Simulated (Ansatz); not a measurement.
# Molecular dynamics of H9NSi2

The input (input.yaml):

```yaml
crystal:
  periodic: [false, false, false]
  atoms:
    - { symbol: Si, position_ang: [0.046107, -0.182029, -2.233529] }
    - { symbol: H, position_ang: [-1.409311, -0.198337, -1.855663] }
    - { symbol: H, position_ang: [0.548147, 1.177221, -1.928361] }
    - { symbol: H, position_ang: [0.228657, -0.491845, -3.716316] }
    - { symbol: H, position_ang: [0.870296, -1.145768, -1.411096] }
    - { symbol: Si, position_ang: [-0.048034, -0.464469, 1.933763] }
    - { symbol: "N", position_ang: [-0.036182, 1.035786, 1.070544] }
    - { symbol: H, position_ang: [-0.91921, -1.580841, 1.424883] }
    - { symbol: H, position_ang: [1.428512, -0.914984, 1.897706] }
    - { symbol: H, position_ang: [-0.522884, -0.346402, 3.338823] }
    - { symbol: H, position_ang: [0.791229, 1.567375, 0.866748] }
    - { symbol: H, position_ang: [-0.901508, 1.556475, 0.880288] }
basis:
  gaussian: { orbitals: "6-31G" }
hamiltonian:
  xc: pbe0
  dispersion: d4
md:
  timestep: 0.5
  n_steps: 150
  ensemble: nve_milne
  temperature: 500.0
  initial_velocities: maxwell_boltzmann
  seed: 263739
scf:
  lower_state_search: "off"
```

Launched with:

```bash
$ ansatz run input.yaml --threads 1 --pin off --max-ram 2048MiB --backend cpu --events-out ev --progress --plain --runs-dir out
```

It goes on from the last frame of an earlier run, with new velocities.

Output, in part (step lines, the closing report, with atoms numbered from 0):

```
md step     0: t =     0.00 fs  T =   500.0 K  F+E_penalty+E_count = -17379.61345036 eV  E_kin = 0.646300 eV  conserved = -17378.96715036 eV  (12 SCF iters)
[... lines left out ...]
Total energy: -17379.40716496 eV, -638.6814331272 hartree
Atom 0 at     0.078029    -0.215437    -2.011822 Å, force     0.334120    -0.157847    -0.351726 eV/Å
Atom 1 at    -0.965276    -0.656936    -0.998671 Å, force    -0.003535    -0.038151    -0.712515 eV/Å
Atom 2 at    -0.082602     1.162099    -2.524475 Å, force    -0.406730     0.527220     0.045487 eV/Å
Atom 3 at     0.265298    -0.990240    -3.342518 Å, force    -0.228911    -0.075557     0.840655 eV/Å
Atom 4 at     1.345188    -0.164378    -1.225139 Å, force     0.291816    -0.211879    -0.119154 eV/Å
Atom 5 at    -0.077933    -0.498326     1.691372 Å, force     0.143664    -0.343804     0.185467 eV/Å
Atom 6 at    -0.029534     1.158257     1.117253 Å, force     0.398065     0.061271     0.089554 eV/Å
Atom 7 at    -1.503258    -0.958214     1.515143 Å, force     0.041915     0.002612    -0.116886 eV/Å
Atom 8 at     0.846572    -1.259955     0.754345 Å, force    -0.084726    -0.188096     0.620620 eV/Å
Atom 9 at     0.166629    -0.696588     3.193060 Å, force     0.275904    -0.042625    -0.425404 eV/Å
Atom 10 at     0.790531     1.719903     0.922469 Å, force    -0.307990    -0.286984     0.091528 eV/Å
Atom 11 at    -0.897903     1.639521     1.130060 Å, force    -0.453591     0.753842    -0.147628 eV/Å
Dipole moment:    -0.032914     0.173090     0.097527 e Å
```

The steps, from the saved trajectory:

```tsv
time (fs)	T (K)	potential energy less start (eV)	conserved less start (meV/atom)
0.0	500	0.000	0.00
2.5	420	0.103	-0.01
5.0	356	0.186	-0.01
7.5	292	0.269	-0.01
10.0	261	0.309	-0.01
12.5	303	0.255	-0.01
15.0	430	0.091	-0.01
17.5	453	0.061	-0.01
20.0	418	0.106	-0.01
22.5	375	0.161	-0.01
25.0	259	0.311	-0.01
27.5	240	0.336	-0.01
30.0	297	0.263	-0.01
32.5	341	0.205	-0.01
35.0	376	0.161	-0.01
37.5	402	0.126	-0.01
40.0	324	0.227	-0.01
42.5	234	0.344	-0.01
45.0	271	0.296	-0.01
47.5	263	0.307	-0.01
50.0	322	0.229	-0.01
52.5	390	0.142	-0.01
55.0	332	0.216	-0.01
57.5	284	0.280	-0.01
60.0	261	0.309	-0.01
62.5	249	0.324	-0.01
65.0	288	0.274	-0.01
67.5	408	0.118	-0.01
70.0	401	0.128	-0.01
72.5	345	0.201	-0.01
75.0	340	0.206	-0.01
```

The run went to its last step. The conserved energy stayed within 0.012 meV per atom of its start (net change -0.011 meV per atom), so the integration is sound. A run of 0.075 ps of so small a system gives no equilibrium averages. Limits of this set-up: no polarisation functions.

The same pairs are bonded in the first frame and the last. Pairs count as bonded within 1.25 times the sum of covalent radii (0.12 Å more for H–H).

Last frame:

```xyz
12
Properties=species:S:1:pos:R:3
Si 0.078 -0.215 -2.012
H -0.965 -0.657 -0.999
H -0.083 1.162 -2.525
H 0.265 -0.990 -3.342
H 1.345 -0.164 -1.225
Si -0.078 -0.498 1.691
N -0.029 1.158 1.117
H -1.503 -0.958 1.515
H 0.847 -1.260 0.754
H 0.167 -0.697 3.193
H 0.790 1.720 0.922
H -0.898 1.639 1.130
```

Time of the run: 4.9 min on 1 thread of Arm Neoverse V1 (shared host), peak memory 0.1 GiB.
